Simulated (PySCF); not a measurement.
Mapped SMILES: `[CH3:1][CH2:2][CH2:3][Cl:4]`. Each H is labelled by its parent atom.

Geometry: GFN2-xTB; GIAO absolute shieldings from PySCF 2.14.0 with density-fitted response routines, gas phase, non-relativistic, averaged over equivalent atoms.

At PBE0/STO-3G (31 basis functions, roughly 5 core-seconds):
```csv
atoms,σ (ppm)
C3,188.9
C2,208.1
C1,217.1
Cl4,1004.2
H(C3),30.63
H(C2),31.58
H(C1),32.20
```

Q: Estimate the result of repeating the calculation with PBE0/pcSseg-1.

A: 
```csv
atoms,σ at PBE0/pcSseg-1,change
C3,135.1,-53.8
C2,154.8,-53.3
C1,172.7,-44.4
Cl4,854.0,-150.2
H(C3),28.34,-2.29
H(C2),29.98,-1.60
H(C1),30.74,-1.46
```

The largest change is at Cl4 (chlorine bonded to C). Cost: 110 basis functions, 6.9 s wall time on 1 thread of an Arm Neoverse V1, shared host. The order of the carbon signals is the same at both levels.

Carbons that carry Cl, above all several Cl atoms, come out too deshielded, partly because spin–orbit coupling is missing.
